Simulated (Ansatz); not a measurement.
HNO$_{2}$, SMILES `O=NO` at its PBE0-D4/def2-TZVP geometry, where that method's forces vanish. The species carries charge 0 and has multiplicity 1.

```xyz
4

O     1.1471    0.7090    0.6484
N     0.5617    0.2270   -0.2318
O    -0.6652   -0.2856    0.1975
H    -1.0436   -0.6504   -0.6141
```

Question: What forces (eV/Å) does ωB97M-V/def2-TZVPP give on these atoms in Ansatz? (An estimate is asked.)

Answer: Computed: 
```
O1   0.045  0.066  0.199
N2   0.049 -0.039 -0.291
O3  -0.127 -0.060  0.010
H4   0.032  0.034  0.082
```
